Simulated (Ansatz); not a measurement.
**CHFSi+ (quartet): from Hartree-Fock to the top rungs, def2-TZVPP**

One table from this session's results is given with a row withheld; the runs are named, their logs left out.

Program: Ansatz 0.2.0, Gaussian basis. Level of theory: def2-TZVPP, core rule «outside noble gas», up to 7 orbitals frozen. These are calculated values, not measurements.

To be run: UHF; ROHF; CCSD(T) on UHF.

2 further runs of the same task are left out: 2 set aside as unsound or not needed.

### The system

The geometry is a PBE0/def2-TZVP stationary point (not a proven minimum) of the parent state, kept for this charge and spin.

4 atoms, charge 1, spin multiplicity 4.

Atoms are counted from 1 here; the program's logs count them from 0.

Bond lengths: F1–C2 1.331 Å, C2–Si3 1.857 Å, C2–H4 1.094 Å. Angles: F1–C2–Si3 123.4°, F1–C2–H4 109.0°, Si3–C2–H4 127.6°.

Set-up of the first run:

Input file in.yaml:

```yaml
crystal:
  periodic: [false, false, false]
  atoms:
    - {symbol: F, position_ang: [0.000000, -0.300700, 1.533384]}
    - {symbol: C, position_ang: [0.000000, 0.518965, 0.484561]}
    - {symbol: Si, position_ang: [0.000000, -0.074287, -1.274648]}
    - {symbol: H, position_ang: [0.000000, 1.553738, 0.840684]}
basis:
  gaussian: {orbitals: def2-TZVPP}
total_charge: 1
magnetization: {spin_polarized: true, initial_magnetization: 3}
hamiltonian: {xc: hf}
output: {orbitals: {seedname: orbitals}}
```

Started as:

```
$ ansatz run in.yaml --threads 1 --pin off --events-out ev --progress --plain --max-ram 3968MiB --backend cpu
```

Among the steps run: UHF; ROHF; CCSD(T) on UHF.

One of the session's tables, all rows but one given; the rest of the session is left out.

| method | from UCCSD(T) (kJ/mol) |
| --- | --- |
| ROHF | ? |
| UHF | +1247.9 |
| UMP2 | +110.5 |
| UCCSD | +50.8 |
| UCCSD(T) | 0 |

**Question.** Estimate the row for ROHF.

**Answer.** from UCCSD(T) (kJ/mol): +1258.1. In the column «from UCCSD(T) (kJ/mol)» it is the highest.
